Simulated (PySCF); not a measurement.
# SiH₃⁺: a ladder of methods

Aim: at the PBE0 minimum of singlet SiH₃⁺, found before, compare methods on energies and levels.

Computed with PySCF 2.14.0. Level: several methods, basis Si def2-TZVP, H def2-TZVP, no relativity, density fitting.

### Step 1. The starting structure

4 atoms, charge 1, spin multiplicity 1.

Bond lengths: Si1–H2 1.472 Å, Si1–H3 1.472 Å, Si1–H4 1.472 Å. Angles: H2–Si1–H3 120.0°, H2–Si1–H4 120.0°, H3–Si1–H4 120.0°.

Z-matrix (Å, degrees; charge 1 multiplicity 1):
```
Si
H  1 1.4721
H  1 1.4721 2 120.00
H  1 1.4721 2 120.00 3 180.00
```

### Step 2. PBE0

One driver script runs all steps and calls PySCF; scf.py shows the equivalent input of each level. Each SCF starts from the density of the minimum. The driver also runs the species with one electron less or more at the same geometry (one less: multiplicity 2, one more: multiplicity 2); their logs are not shown.

Contents of scf.py:

```python
from pyscf import gto, scf, dft
mol = gto.M(atom='''
Si    -0.000000    -0.000000    -0.000000
H      1.472065    -0.000009     0.000000
H     -0.736025     1.274850    -0.000000
H     -0.736040    -1.274842     0.000000''',
    basis={'Si': 'def2-TZVP', 'H': 'def2-TZVP'},
    charge=1, spin=0)
mf = dft.RKS(mol, xc='PBE0')
mf.grids.atom_grid = (99, 590)
aux = {'Si': 'def2-universal-JKFIT', 'H': 'def2-universal-JKFIT'}
mf = mf.density_fit(auxbasis=aux)
mf.kernel()
```

What it wrote:

```text
init E= -290.80719327384
  HOMO = -0.650385942217539  LUMO = -0.375728892497147  gap/eV = 7.47380
cycle= 1 E= -290.807193273839  delta_E= 7.96e-13  |g|= 1.78e-07  |ddm|= 1.62e-06
  HOMO = -0.650385941219933  LUMO = -0.375728900517064  gap/eV = 7.47380
Extra cycle  E= -290.807193273841  delta_E= -1.82e-12  |g|= 8.39e-08  |ddm|= 2.82e-07
converged SCF energy = -290.807193273841
```

This level, with the species of one electron less or more, ran for 1.1 s (4 threads, shared host).

```
energy                        : -290.807193 Eh
one electron less (charge +2) : -290.046942 Eh (doublet, ⟨S²⟩ 0.76)
one electron more (charge +0) : -291.101169 Eh (doublet, ⟨S²⟩ 0.76)
Mulliken charge of Si1        : +0.53 e
```

### Step 3. CCSD(T)

scf.py: that of step 2 with these lines changed.

```diff
@@ -9,2 +9 @@
-mf = dft.RKS(mol, xc='PBE0')
-mf.grids.atom_grid = (99, 590)
+mf = scf.RHF(mol)
@@ -13,0 +13,3 @@
+from pyscf import cc
+mycc = cc.CCSD(mf, frozen=5).run()
+mycc.ccsd_t()
```

What it wrote (excerpt; [...] marks lines left out):

```text
[... the frontier levels of the middle cycles are left out ...]
init E= -290.350277878724
  HOMO = -0.768618115253845  LUMO = -0.238967644751051  gap/eV = 14.41252
cycle= 1 E= -290.357909042176  delta_E= -0.00763  |g|= 0.0324  |ddm|= 0.141
  HOMO = -0.774177187914298  LUMO = -0.243995281665974  gap/eV = 14.42698
cycle= 2 E= -290.358245330203  delta_E= -0.000336  |g|= 0.00727  |ddm|= 0.029
  HOMO = -0.774904237655283  LUMO = -0.244309853806476  gap/eV = 14.43821
cycle= 3 E= -290.358276129249  delta_E= -3.08e-05  |g|= 0.00113  |ddm|= 0.01
cycle= 4 E= -290.358277031498  delta_E= -9.02e-07  |g|= 0.000154  |ddm|= 0.00166
cycle= 5 E= -290.358277041977  delta_E= -1.05e-08  |g|= 3.92e-05  |ddm|= 0.000141
cycle= 6 E= -290.358277043294  delta_E= -1.32e-09  |g|= 2.91e-06  |ddm|= 7.97e-05
cycle= 7 E= -290.358277043299  delta_E= -4.49e-12  |g|= 1.87e-07  |ddm|= 6.83e-06
  HOMO = -0.774934847067947  LUMO = -0.244282357914406  gap/eV = 14.43979
Extra cycle  E= -290.3582770433  delta_E= -1.02e-12  |g|= 4.02e-08  |ddm|= 3.37e-07
converged SCF energy = -290.3582770433
CCSD nocc = 3, nmo = 50
Init t2, MP2 energy = -290.452313174361  E_corr(MP2) -0.0940361310608794
RCCSD converged
E(RCCSD) = -290.4781530032708  E_corr = -0.1198759599709364
RCCSD(T) correction = -0.00204806682842708
```

This level, with the species of one electron less or more, took 7.9 s.

```
energy                                                              : -290.480201 Eh
one electron less (charge +2)                                       : -289.714392 Eh (doublet, ⟨S²⟩ 0.78)
one electron more (charge +0)                                       : -290.765976 Eh (doublet, ⟨S²⟩ 0.77)
MP2 correlation in its own fitting basis (same spin, opposite spin) : -0.09458 Eh (-0.00694, -0.08765)
CCSD, (T)                                                           : -0.11988, -0.00205 Eh; T1 0.009, D1 0.016
```

### Step 4. HF

scf.py: that of step 3 with these lines changed.

```diff
@@ -13,3 +12,0 @@
-from pyscf import cc
-mycc = cc.CCSD(mf, frozen=5).run()
-mycc.ccsd_t()
```

The SCF cycles repeat those of step 3.

This level, with the species of one electron less or more, took under 0.5 s.

| Property | Result |
| --- | --- |
| energy | -290.358277 Eh |
| one electron less (charge +2) | -289.619258 Eh (doublet, ⟨S²⟩ 0.78) |
| one electron more (charge +0) | -290.623376 Eh (doublet, ⟨S²⟩ 0.77) |
| Mulliken charge of Si1 | +0.59 e |

### Step 5. PBE

scf.py: that of step 4 with these lines changed.

```diff
@@ -9 +9,2 @@
-mf = scf.RHF(mol)
+mf = dft.RKS(mol, xc='PBE')
+mf.grids.atom_grid = (99, 590)
```

What it wrote:

```text
init E= -290.773833812617
  HOMO = -0.599084268937937  LUMO = -0.413364225089198  gap/eV = 5.05370
cycle= 1 E= -290.774894635581  delta_E= -0.00106  |g|= 0.00996  |ddm|= 0.067
  HOMO = -0.600210030581105  LUMO = -0.413496680189684  gap/eV = 5.08073
cycle= 2 E= -290.77490245249  delta_E= -7.82e-06  |g|= 0.00387  |ddm|= 0.00738
  HOMO = -0.60002344657144  LUMO = -0.413671257870908  gap/eV = 5.07090
cycle= 3 E= -290.774904059399  delta_E= -1.61e-06  |g|= 0.000263  |ddm|= 0.00261
  HOMO = -0.599962172467618  LUMO = -0.413586372318987  gap/eV = 5.07154
cycle= 4 E= -290.774904078791  delta_E= -1.94e-08  |g|= 0.00014  |ddm|= 0.000542
  HOMO = -0.599969945389862  LUMO = -0.413606838828473  gap/eV = 5.07120
cycle= 5 E= -290.774904083281  delta_E= -4.49e-09  |g|= 6.41e-06  |ddm|= 0.000159
  HOMO = -0.599972996304836  LUMO = -0.413608355251908  gap/eV = 5.07124
cycle= 6 E= -290.774904083295  delta_E= -1.48e-11  |g|= 1.39e-07  |ddm|= 6.64e-06
  HOMO = -0.5999729313824  LUMO = -0.413608289539763  gap/eV = 5.07124
Extra cycle  E= -290.774904083296  delta_E= -2.84e-13  |g|= 1.08e-07  |ddm|= 3.12e-07
converged SCF energy = -290.774904083296
```

This level, with the species of one electron less or more, took 11 s.

| Quantity | Value |
| --- | --- |
| energy | -290.774904 Eh |
| one electron less (charge +2) | -290.019038 Eh (doublet, ⟨S²⟩ 0.76) |
| one electron more (charge +0) | -291.069668 Eh (doublet, ⟨S²⟩ 0.76) |
| Mulliken charge of Si1 | +0.55 e |

### Step 6. r2SCAN

scf.py: that of step 5 with these lines changed.

```diff
@@ -9 +9 @@
-mf = dft.RKS(mol, xc='PBE')
+mf = dft.RKS(mol, xc='R2SCAN')
```

What it wrote:

```text
init E= -290.900571098218
  HOMO = -0.612924212968489  LUMO = -0.398696431062087  gap/eV = 5.82943
cycle= 1 E= -290.900885624968  delta_E= -0.000315  |g|= 0.00911  |ddm|= 0.0593
  HOMO = -0.613181652023933  LUMO = -0.400980599621644  gap/eV = 5.77428
cycle= 2 E= -290.900904436407  delta_E= -1.88e-05  |g|= 0.00486  |ddm|= 0.018
  HOMO = -0.612658421621058  LUMO = -0.399810790176751  gap/eV = 5.79188
cycle= 3 E= -290.900913253215  delta_E= -8.82e-06  |g|= 0.00119  |ddm|= 0.0078
  HOMO = -0.612738816437781  LUMO = -0.399929937502968  gap/eV = 5.79082
cycle= 4 E= -290.900913383493  delta_E= -1.3e-07  |g|= 4.83e-05  |ddm|= 0.000678
  HOMO = -0.612741976794474  LUMO = -0.39992918389899  gap/eV = 5.79093
cycle= 5 E= -290.90091338405  delta_E= -5.57e-10  |g|= 3.71e-06  |ddm|= 8.18e-05
  HOMO = -0.612738773900468  LUMO = -0.399926511388569  gap/eV = 5.79092
Extra cycle  E= -290.900913384054  delta_E= -3.75e-12  |g|= 1.65e-06  |ddm|= 7.75e-06
converged SCF energy = -290.900913384054
```

This level, with the species of one electron less or more, ran for 3.9 s (4 threads, shared host).

```
energy                        : -290.900913 Eh
one electron less (charge +2) : -290.143803 Eh (doublet, ⟨S²⟩ 0.76)
one electron more (charge +0) : -291.200356 Eh (doublet, ⟨S²⟩ 0.76)
Mulliken charge of Si1        : +0.59 e
```

### Step 7. B3LYP

scf.py: that of step 6 with these lines changed.

```diff
@@ -9 +9 @@
-mf = dft.RKS(mol, xc='R2SCAN')
+mf = dft.RKS(mol, xc='B3LYP')
```

What it wrote:

```text
init E= -290.962255975057
  HOMO = -0.642680745503805  LUMO = -0.384704057764642  gap/eV = 7.01990
cycle= 1 E= -290.962796700618  delta_E= -0.000541  |g|= 0.00559  |ddm|= 0.07
  HOMO = -0.643132440808274  LUMO = -0.386918856059578  gap/eV = 6.97193
cycle= 2 E= -290.96280615189  delta_E= -9.45e-06  |g|= 0.00337  |ddm|= 0.0138
  HOMO = -0.642867009899633  LUMO = -0.386244769595301  gap/eV = 6.98305
cycle= 3 E= -290.962809085638  delta_E= -2.93e-06  |g|= 0.000455  |ddm|= 0.00398
  HOMO = -0.642914811609438  LUMO = -0.386256205727543  gap/eV = 6.98404
cycle= 4 E= -290.962809097667  delta_E= -1.2e-08  |g|= 3.59e-05  |ddm|= 0.000197
  HOMO = -0.642927853975431  LUMO = -0.386272948834241  gap/eV = 6.98394
cycle= 5 E= -290.962809098176  delta_E= -5.09e-10  |g|= 2.83e-06  |ddm|= 8.32e-05
  HOMO = -0.642925272142109  LUMO = -0.386271107263521  gap/eV = 6.98392
Extra cycle  E= -290.96280909818  delta_E= -3.64e-12  |g|= 1.29e-06  |ddm|= 4.99e-06
converged SCF energy = -290.96280909818
```

This level, with the species of one electron less or more, took 2.4 s.

* energy: -290.962809 Eh
* one electron less (charge +2): -290.200142 Eh (doublet, ⟨S²⟩ 0.76)
* one electron more (charge +0): -291.254210 Eh (doublet, ⟨S²⟩ 0.75)
* Mulliken charge of Si1: +0.61 e

### Step 8. TPSSh

scf.py: that of step 7 with these lines changed.

```diff
@@ -9 +9 @@
-mf = dft.RKS(mol, xc='B3LYP')
+mf = dft.RKS(mol, xc='TPSSH')
```

What it wrote:

```text
init E= -290.959917258921
  HOMO = -0.631197096718767  LUMO = -0.38945983804169  gap/eV = 6.57801
cycle= 1 E= -290.960258901372  delta_E= -0.000342  |g|= 0.00972  |ddm|= 0.0743
  HOMO = -0.630038493820568  LUMO = -0.391115355592557  gap/eV = 6.50143
cycle= 2 E= -290.96028170087  delta_E= -2.28e-05  |g|= 0.00611  |ddm|= 0.0187
  HOMO = -0.629634236149369  LUMO = -0.390076473526364  gap/eV = 6.51870
cycle= 3 E= -290.960290257666  delta_E= -8.56e-06  |g|= 0.000576  |ddm|= 0.00668
  HOMO = -0.629707271183298  LUMO = -0.390079768200577  gap/eV = 6.52060
cycle= 4 E= -290.960290286053  delta_E= -2.84e-08  |g|= 5.67e-05  |ddm|= 0.000363
  HOMO = -0.62972743134397  LUMO = -0.390102565255292  gap/eV = 6.52052
cycle= 5 E= -290.960290287146  delta_E= -1.09e-09  |g|= 3.71e-06  |ddm|= 7.97e-05
  HOMO = -0.629724370033138  LUMO = -0.390100544115084  gap/eV = 6.52050
cycle= 6 E= -290.960290287151  delta_E= -4.21e-12  |g|= 1.9e-07  |ddm|= 4.09e-06
  HOMO = -0.629724418108081  LUMO = -0.390100606392297  gap/eV = 6.52050
Extra cycle  E= -290.960290287151  delta_E= -1.71e-13  |g|= 9.72e-08  |ddm|= 4.01e-07
converged SCF energy = -290.960290287151
```

This level, with the species of one electron less or more, took 4.2 s.

| Property | Result |
| --- | --- |
| energy | -290.960290 Eh |
| one electron less (charge +2) | -290.200087 Eh (doublet, ⟨S²⟩ 0.76) |
| one electron more (charge +0) | -291.252770 Eh (doublet, ⟨S²⟩ 0.76) |
| Mulliken charge of Si1 | +0.55 e |

### Step 9. BHandHLYP

scf.py: that of step 8 with these lines changed.

```diff
@@ -9 +9 @@
-mf = dft.RKS(mol, xc='TPSSH')
+mf = dft.RKS(mol, xc='BHANDHLYP')
```

What it wrote:

```text
init E= -290.940022949474
  HOMO = -0.697565873102583  LUMO = -0.336099705855082  gap/eV = 9.83600
cycle= 1 E= -290.940878826403  delta_E= -0.000856  |g|= 0.00899  |ddm|= 0.0634
  HOMO = -0.698693626409561  LUMO = -0.33863635509946  gap/eV = 9.79766
cycle= 2 E= -290.940899244549  delta_E= -2.04e-05  |g|= 0.00139  |ddm|= 0.00985
  HOMO = -0.698470937991283  LUMO = -0.338206217381744  gap/eV = 9.80330
cycle= 3 E= -290.94090003073  delta_E= -7.86e-07  |g|= 0.000293  |ddm|= 0.00191
  HOMO = -0.698547397832615  LUMO = -0.338308464429367  gap/eV = 9.80260
cycle= 4 E= -290.940900072022  delta_E= -4.13e-08  |g|= 4.29e-05  |ddm|= 0.00045
  HOMO = -0.698536121444239  LUMO = -0.338293485274972  gap/eV = 9.80270
cycle= 5 E= -290.940900072429  delta_E= -4.07e-10  |g|= 1.18e-05  |ddm|= 4.11e-05
  HOMO = -0.698537349646786  LUMO = -0.338295929424794  gap/eV = 9.80267
Extra cycle  E= -290.940900072459  delta_E= -2.95e-11  |g|= 4.68e-06  |ddm|= 1.34e-05
converged SCF energy = -290.940900072459
```

This level, with the species of one electron less or more, took 2.3 s.

| Property | Result |
| --- | --- |
| energy | -290.940900 Eh |
| one electron less (charge +2) | -290.177386 Eh (doublet, ⟨S²⟩ 0.76) |
| one electron more (charge +0) | -291.225579 Eh (doublet, ⟨S²⟩ 0.76) |
| Mulliken charge of Si1 | +0.60 e |

### Step 10. LC-wPBE

scf.py: that of step 9 with these lines changed.

```diff
@@ -9 +9 @@
-mf = dft.RKS(mol, xc='BHANDHLYP')
+mf = dft.RKS(mol, xc='LC_WPBE')
```

What it wrote:

```text
init E= -290.84059215944
  HOMO = -0.757430617074079  LUMO = -0.287138507771202  gap/eV = 12.79730
cycle= 1 E= -290.841463179604  delta_E= -0.000871  |g|= 0.0144  |ddm|= 0.0727
  HOMO = -0.757622149142064  LUMO = -0.286854240418858  gap/eV = 12.81025
cycle= 2 E= -290.841498213337  delta_E= -3.5e-05  |g|= 0.00527  |ddm|= 0.014
  HOMO = -0.757452828450076  LUMO = -0.286494887958241  gap/eV = 12.81542
cycle= 3 E= -290.841503011866  delta_E= -4.8e-06  |g|= 0.00101  |ddm|= 0.00342
  HOMO = -0.757485940302958  LUMO = -0.286467728378351  gap/eV = 12.81706
cycle= 4 E= -290.841503497171  delta_E= -4.85e-07  |g|= 6.58e-05  |ddm|= 0.00197
  HOMO = -0.757488872219829  LUMO = -0.286466132647192  gap/eV = 12.81718
cycle= 5 E= -290.841503499005  delta_E= -1.83e-09  |g|= 5.58e-06  |ddm|= 0.000101
  HOMO = -0.757489780938986  LUMO = -0.28646709168172  gap/eV = 12.81718
cycle= 6 E= -290.841503499029  delta_E= -2.35e-11  |g|= 1.03e-06  |ddm|= 8.52e-06
  HOMO = -0.757489652920566  LUMO = -0.286466839685176  gap/eV = 12.81718
Extra cycle  E= -290.841503499029  delta_E= -4.55e-13  |g|= 3.65e-07  |ddm|= 1.04e-06
converged SCF energy = -290.841503499029
```

This level, with the species of one electron less or more, ran for 3.2 s (4 threads, shared host).

| Item | Value |
| --- | --- |
| energy | -290.841503 Eh |
| one electron less (charge +2) | -290.072518 Eh (doublet, ⟨S²⟩ 0.76) |
| one electron more (charge +0) | -291.137432 Eh (doublet, ⟨S²⟩ 0.76) |
| Mulliken charge of Si1 | +0.50 e |

### Step 11. All levels side by side

| level | vertical ionisation energy (eV) | vertical electron affinity (eV) | −ε(HOMO) (eV) | gap (eV) | wall time |
| --- | --- | --- | --- | --- | --- |
| PBE0 | 20.69 | 8.00 | 17.70 | 7.47 | 1.1 s |
| CCSD(T) | 20.84 | 7.78 | – | – | 7.9 s |
| HF | 20.11 | 7.21 | 21.09 | 14.44 | under 0.5 s |
| PBE | 20.57 | 8.02 | 16.33 | 5.07 | 11 s |
| r2SCAN | 20.60 | 8.15 | 16.67 | 5.79 | 3.9 s |
| B3LYP | 20.75 | 7.93 | 17.49 | 6.98 | 2.4 s |
| TPSSh | 20.69 | 7.96 | 17.14 | 6.52 | 4.2 s |
| BHandHLYP | 20.78 | 7.75 | 19.01 | 9.80 | 2.3 s |
| LC-wPBE | 20.93 | 8.05 | 20.61 | 12.82 | 3.2 s |

Times are for 4 threads, shared host; PBE0 starts from its own converged density, so its time is not comparable. A dash stands where a species or a free atom was not run at that level, or the quantity is not defined.

### Step 12. Summary of results

| quantity | value |
| --- | --- |
| vertical ionisation energy, CCSD(T) | 20.84 eV |
| vertical electron affinity, CCSD(T) | 7.78 eV |
| orbital gap, range | 5.07 (PBE) to 14.44 (HF) eV |
| T1, D1 | 0.009, 0.016 |
| T1, D1 of the species with one electron less | 0.027, 0.068 |
| T1, D1 of the species with one electron more | 0.013, 0.033 |

**Reading.** Against CCSD(T), the vertical ionisation energy is best met by BHandHLYP (-0.06 eV) and worst by HF (-0.73 eV). CCSD(T) took 7.9 s, about 3 times as long as BHandHLYP (2.3 s), which misses it by 0.06 eV. Against CCSD(T), the vertical electron affinity is best met by BHandHLYP (-0.03 eV) and worst by HF (-0.56 eV). PBE's −ε(HOMO), 16.3 eV, falls 4.5 eV short of the ionisation energy, while its energy difference gives 20.6 eV.
